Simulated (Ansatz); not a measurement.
The first iterations of a band of H5OPSi (8 atoms, charge 0, multiplicity 1).

Level of theory: RKS CAM-B3LYP/6-31G* in Ansatz 0.2.0.

| Item | Value |
| --- | --- |
| movable images | 9 |
| climbing image | yes |
| spring | 5.0 eV/Å² |
| optimiser | lbfgs |
| start path | IDPP |
| force threshold | 0.05 eV/Å |
| iteration limit | 60 |
| end points | relaxed |
| largest step | 0.5 Å |

Image 0:

```xyz
8
Properties=species:S:1:pos:R:3
Si -0.741 0.927 -0.518
O 0.523 -0.110 -0.228
P 0.701 -1.173 1.037
H -1.894 0.207 -1.116
H -0.253 1.947 -1.471
H -1.189 1.579 0.739
H 2.108 -1.052 1.204
H 0.837 -2.382 0.297
```

Image 10:

```xyz
8
Properties=species:S:1:pos:R:3
Si -0.477 0.855 -0.539
O 1.002 0.225 -0.125
P 1.360 -1.154 0.720
H -1.229 -0.109 -1.385
H -0.236 2.107 -1.287
H -1.277 1.135 0.681
H 0.500 -2.089 0.064
H 0.451 -1.028 1.816
```

| iteration | highest image above the first end (eV) | largest band force component (eV/Å) |
| --- | --- | --- |
| 1 | 0.135 | 0.715 |
| 2 | 0.114 | 0.342 |
| 3 | 0.105 | 0.314 |
| 4 | 0.064 | 0.272 |

Question: Does the band converge within its limit, and where does its top end?

Answer: The run converged. It ended after 12 iterations with the highest image 0.046 eV above the first end. The order of the stationary point at the top wasn't checked.

Run time: 4 min on 1 thread of Arm Neoverse V2, on a shared host, peak memory 0.13 GiB.
